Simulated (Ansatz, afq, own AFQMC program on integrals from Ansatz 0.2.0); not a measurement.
# AlNH2, singlet in cc-pVDZ, levels against CCSDTQ

```xyz
4

Al    0.0000    0.0000    0.6865
N     0.0000    0.0000   -1.0849
H     0.0000    0.8334   -1.6498
H     0.0000   -0.8334   -1.6498
```

Connectivity, by distances: Al–NH2.

Basis cc-pVDZ. Only valence electrons are correlated. Integrals, coupled cluster, full CI and functionals: Ansatz 0.2.0; the random walks run on the same integrals in our own AFQMC program. The CISD trial takes its coefficients from CCSD amplitudes. Released means that phaseless walkers are propagated on without the constraint, phases kept. Uncertainties: one standard error, sampling alone.

Determinant: RHF, the one that the program's search chose, which needn't be the lowest solution. The geometry is a PBE0/def2-TZVP stationary point of this or a neighbouring charge and spin state.

No full CI on the walks' own integrals is used here; CCSDTQ serves as the reference and is uncertain by about the last step of the cluster series.

- T1 diagnostic: 0.0161
- weight of the determinant in the CISD state: 0.877
- size of the correlated space: 10 electrons in 36 orbitals

Reference: CCSDTQ, correlation energy -6.918 eV. The released energy is read at 2.40 1/Eh (meV from the phaseless value at times in 1/Eh: -3 ± 3 at 0.24, -1 ± 3 at 0.51, 0 ± 5 at 0.99, -4 ± 3 at 1.62, 0 ± 4 at 2.40).

```json
{"level": "HF", "E − E(reference) (kJ/mol)": "667.4", "share of correlation (%)": "0.00"}
{"level": "MP2", "E − E(reference) (kJ/mol)": "81.6", "share of correlation (%)": "87.78"}
{"level": "CCSD", "E − E(reference) (kJ/mol)": "20.0", "share of correlation (%)": "97.01"}
{"level": "CCSD(T)", "E − E(reference) (kJ/mol)": "3.0", "share of correlation (%)": "99.55"}
{"level": "CCSDT", "E − E(reference) (kJ/mol)": "1.6", "share of correlation (%)": "99.77"}
{"level": "CCSDT(Q)", "E − E(reference) (kJ/mol)": "-0.2", "share of correlation (%)": "100.02"}
{"level": "ph-AFQMC/CISD", "E − E(reference) (kJ/mol)": "0.2 ± 0.3", "share of correlation (%)": "99.97"}
{"level": "released AFQMC", "E − E(reference) (kJ/mol)": "0.2 ± 0.3", "share of correlation (%)": "99.97"}
```

CCSDT and higher add their correlation energy to the determinant of the CCSD(T) run, since their own runs factorise the integrals more tightly (a shift of under 2 meV). A walk keeps the symmetry of its determinant, which the program's search chose and which needn't be the lowest solution, so a lower state of the same spin and another symmetry isn't excluded. Released energies are given only where the last usable release times agree within the noise; a slower fall can still hide under it.
